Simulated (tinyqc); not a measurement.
A ladder of methods, and size consistency: correlation methods against full CI in the sto-3g basis, for NH3, spin multiplicity 1. Computed by the program tinyqc with PySCF. Command: `OMP_NUM_THREADS=1 python tinyqc.py 111779 111780 out.jsonl`; one thread of a shared host (Intel(R) Xeon(R) Processor @ 2.60GHz), about 2 s.

Geometry (angstrom):

| atom | x | y | z |
|---|---|---|---|
| N | 0.0000 | 0.0000 | 0.2970 |
| H | 0.9050 | 0.0000 | 0.0000 |
| H | -0.4520 | 0.7830 | 0.0000 |
| H | -0.4520 | -0.7830 | 0.0000 |

RHF energy of one = -55.434810 hartree

All electrons correlated; +Q is the Davidson correction (1 - c0^2) E_corr. The last columns treat two copies 100 angstrom apart as one system. FCI is the lowest singlet.

Correlation energies (hartree):

| method | E_corr of one | share of FCI (%) | E_corr of two at 100 angstrom | two minus twice one (mhartree) |
|---|---|---|---|---|
| MP2 | -0.040775 | 73.2513 | -0.081551 | 0.0000 |
| CISD | -0.054581 | 98.0520 | -0.106565 | 2.5962 |
| CISD+Q | -0.055944 | 100.5005 | -0.111513 | 0.3740 |
| CCSD | -0.055496 | 99.6960 | -0.110992 | 0.0000 |
| CCSD(T) | -0.055599 | 99.8803 | -0.111197 | 0.0000 |
| FCI | -0.055665 | 100.0000 | - | - |

MP2 recovers 73 %, CISD 98.1 % and CCSD 99.7 % of the FCI value (c0^2 = 0.975 in CISD). MP2 and coupled cluster are size consistent, so their last column vanishes; CISD loses 2.60 mhartree, since a double excitation on each copy is a quadruple of the pair, and the Davidson correction leaves +0.37.
